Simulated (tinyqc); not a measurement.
CIS and TDHF on RHF in the sto-6g basis, for H2F+, spin multiplicity 1, step by step. One step of it, computed by the program tinyqc.

Problem. CIS singlet states. Diagonalise A (1 hartree = 27.211386 eV); each vector has its largest component positive (the first on a tie). The transition dipole is mu = sqrt2 sum c_ia <i|r|a>.

CIS matrix A, singlet (hartree), order 1>6, 1>7, 2>6, 2>7, 3>6, 3>7, 4>6, 4>7, 5>6, 5>7:
```
[[26.353746, 0.000000, 0.011321, 0.000000, 0.000000, 0.023163, -0.013753, 0.000000, 0.000000, 0.000000],
 [0.000000, 26.418549, 0.000000, 0.041727, 0.002252, 0.000000, 0.000000, -0.021005, 0.000000, 0.000000],
 [0.011321, 0.000000, 1.747129, 0.000000, 0.000000, -0.052017, 0.049240, 0.000000, 0.000000, 0.000000],
 [0.000000, 0.041727, 0.000000, 1.826755, 0.041800, 0.000000, 0.000000, -0.032905, 0.000000, 0.000000],
 [0.000000, 0.002252, 0.000000, 0.041800, 0.871793, 0.000000, 0.000000, -0.033742, 0.000000, 0.000000],
 [0.023163, 0.000000, -0.052017, 0.000000, 0.000000, 1.170502, -0.103875, 0.000000, 0.000000, 0.000000],
 [-0.013753, 0.000000, 0.049240, 0.000000, 0.000000, -0.103875, 0.737063, 0.000000, 0.000000, 0.000000],
 [0.000000, -0.021005, 0.000000, -0.032905, -0.033742, 0.000000, 0.000000, 0.831034, 0.000000, 0.000000],
 [0.000000, 0.000000, 0.000000, 0.000000, 0.000000, 0.000000, 0.000000, 0.000000, 0.617581, 0.000000],
 [0.000000, 0.000000, 0.000000, 0.000000, 0.000000, 0.000000, 0.000000, 0.000000, 0.000000, 0.724800]]
```

dipole integrals <i|r|a> (bohr), order 1>6, 1>7, 2>6, 2>7, 3>6, 3>7, 4>6, 4>7, 5>6, 5>7:
```
[[0.000000, 0.000000, 0.027366],
 [0.000000, -0.041803, 0.000000],
 [0.000000, 0.000000, -0.079440],
 [0.000000, 0.129550, 0.000000],
 [0.000000, -0.756442, 0.000000],
 [0.000000, 0.000000, 0.492207],
 [0.000000, 0.000000, -0.333178],
 [0.000000, 0.506117, 0.000000],
 [0.016453, 0.000000, 0.000000],
 [0.000000, 0.000000, 0.000000]]
```

Give: singlet excitation energies; lowest vectors; oscillator strengths 2/3 w |mu|^2.

Solution.

singlet excitation energies (eV): [16.8052, 19.3787, 19.7228, 22.0934, 24.1606, 32.3089, 47.7607, 49.7884, 717.1229, 718.8877]

lowest vectors, order 1>6, 1>7, 2>6, 2>7, 3>6, 3>7, 4>6, 4>7, 5>6, 5>7:
```
[[0.0000, 0.0003, 0.0000, 0.0000, 0.0000, -0.0011],
 [0.0000, 0.0000, 0.0000, 0.0007, -0.0004, 0.0000],
 [0.0000, -0.0355, 0.0000, 0.0000, 0.0000, 0.1089],
 [0.0000, 0.0000, 0.0000, 0.0083, -0.0558, 0.0000],
 [0.0000, 0.0000, 0.0000, 0.4865, 0.8725, 0.0000],
 [0.0000, 0.2170, 0.0000, 0.0000, 0.0000, 0.9712],
 [0.0000, 0.9755, 0.0000, 0.0000, 0.0000, -0.2121],
 [0.0000, 0.0000, 0.0000, 0.8736, -0.4854, 0.0000],
 [1.0000, 0.0000, 0.0000, 0.0000, 0.0000, 0.0000],
 [0.0000, 0.0000, 1.0000, 0.0000, 0.0000, 0.0000]]
```

oscillator strengths 2/3 w |mu|^2: [0.0002, 0.0440, 0.0000, 0.0061, 0.9866, 0.4616]
